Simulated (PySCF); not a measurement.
## How well do the runs reproduce experiment for formaldehyde?

**The experiment to reproduce.**

NIST CCCBDB Release 22 (SRD 101), experimental dipoles lists, for the gas: dipole moment (microwave Stark effect, vibrational ground state) 2.332 D.

The results are set against them at the end.

Formaldehyde, CH2O.
Atom-mapped SMILES: `[CH2:1]=[O:2]` (hydrogens: H3, H4 on C1)

Geometry (B3LYP/6-31+G*, Å), atoms numbered from 1 in this order:
```xyz
4
CH2O angstrom
C      0.032   -0.006   -0.021
O      1.222   -0.221   -0.030
H     -0.712   -0.828   -0.011
H     -0.377    1.025   -0.021
```

The PySCF runs (gas phase, on this B3LYP/6-31+G* geometry; no spin–orbit coupling):

| level | job | basis functions | wall time |
| --- | --- | --- | --- |
| B3LYP/6-31+G*, grid level 1 | geometry optimisation from a GFN2-xTB start | 40 | 1.5 s |

Hardware: Arm Neoverse V2, one thread (shared host).

All basis functions are spherical.

## Comparison

**Dipole moment.** Measured: 2.332 D (NIST CCCBDB Release 22 (SRD 101), experimental dipoles).

| level | computed (D) | computed − measured (D) | % (from the printed values) |
| --- | --- | --- | --- |
| B3LYP/6-31+G* | 2.520 | +0.188 | +8 |

The computed dipoles belong to one fixed geometry; measured ones are averaged over vibrations unless marked μe. Magnitudes are compared, not signs.

No measured geometry was used, and the causes of the misses weren't examined.
